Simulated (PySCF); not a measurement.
# Threshold energies of HCl in a plasma

CCSD(T) in PySCF with aug-pcseg-1 on every atom, for the lowest determinant that a PBE0 search found; no spin–orbit coupling.

| species | state (unpaired electrons) | Re (Å) | ωe (cm⁻¹) | energy of the minimum from the neutral (eV) | De (eV) | dissociates to |
| --- | --- | --- | --- | --- | --- | --- |
| HCl | singlet (closed shell) | 1.289 | 2986 | 0.00 | 4.34 | H + Cl |
| HCl⁺ | doublet (π ↑) | 1.327 | 2702 | 12.42 | 4.41 | H + Cl⁺ |

**Question.** Work out the lowest energy to break HCl into atoms, from its vibrational ground state.

**Answer.** D0 = De − ωe/2 = 4.34 − 0.19 = 4.15 eV (CCSD(T)/aug-pcseg-1).

**Question.** Work out the ionisation energy of the Cl atom at this level and the threshold of dissociative ionisation.

**Answer.** IE(Cl) = 12.42 + 4.41 − 4.34 = 12.49 eV, so H + Cl⁺ + e⁻ appears at D0 + IE(Cl) = 16.64 eV (CCSD(T)/aug-pcseg-1). The measured IE(Cl) is 12.968 eV (NIST ASD).

These are thermodynamic thresholds; the onsets seen under electron impact lie higher where the geometry changes, and cross-sections peak well above them.

Correlated steps freeze 5 core orbitals. Correlated levels converge slowly with the basis: in double zeta they bind strong bonds too weakly, by up to about 1 eV, and carry superposition errors of some tenths. For an ion De counts to the pair picked by the measured ionisation energies or electron affinities, which need not be the lowest pair at this level. Where the molecule has an RHF reference, its open-shell atoms are computed with UHF. States were picked by a PBE0 search and need not be the measured ground states.
